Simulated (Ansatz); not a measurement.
Frontier orbitals of C3H3F3, SMILES `FC1CC1(F)F`.

Cartesian coordinates in Å:
```
F 1.042 0.805 -1.434
C 0.556 -0.176 -0.641
C 0.335 0.140 0.828
C -0.810 -0.036 -0.094
F -1.545 1.026 -0.429
F -1.583 -1.126 0.007
H 0.908 -1.164 -0.918
H 0.542 1.161 1.126
H 0.555 -0.631 1.555
```

Charge 0, multiplicity 1. The structure was optimised at the PBE0-D4/def2-TZVP level. Basis def2-TZVPP, Ansatz.

Orbital energies of one run (eV). Highest occupied ones, from the top: -7.29, -8.17, -10.29, -10.44, -10.81, -11.31, -11.51, -12.17, -13.09, -13.38, -14.73, -15.14, -16.93, -17.07. Empty: 0.24, 1.21, 1.65, 2.22, 2.71, 3.02.

**Question.** Which functional gave them?
A. BHLYP
B. LC-ωPBE
C. HSE06 (plane-wave form)
D. B97M-V

**Answer.** D. HOMO energies: B97M-V -7.29, LC-ωPBE -11.24, BHLYP -10.00, HSE06 -8.03 eV.

LC-ωPBE has ω = 0.4 bohr⁻¹.
